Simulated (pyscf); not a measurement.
PySCF, gas phase, ωB97X-D3(BJ)/def2-SVP geometries.

For the elementary gas-phase step HO–Ge(OH)(OH)–F + H₂O → HO–Ge(OH)(OH)–OH + HF (singlet surface; F–Ge, H–O broken, Ge–O, F–H formed), what barrier and reaction energy does ωB97M-D3(BJ)/def2-TZVP give, measured from the separated reactants?

ΔE‡ = 9.7 kcal/mol, ΔE = +6.2 kcal/mol. Zero-point energy shifts the barrier by +2.3 kcal/mol. It is a four-centre exchange, with an imaginary mode of 383i cm⁻¹. On the reactant side the descent ends in an adduct with a Ge–O contact (not fully relaxed), 8.3 kcal/mol under the separated species and 18.0 kcal/mol under the saddle at ωB97X-D3(BJ)/def2-TZVP. On the product side the descent ends in a bound adduct, 9.7 kcal/mol under the separated species and 13.6 kcal/mol under the saddle at ωB97X-D3(BJ)/def2-TZVP. What is counted as formed (Ge–O) is already present as a longer contact in the reactant adduct; forming that adduct is a step of its own. This is the saddle that the search found; another between the same sides may lie lower. Elements up to Kr have no core potential and no relativistic terms here.
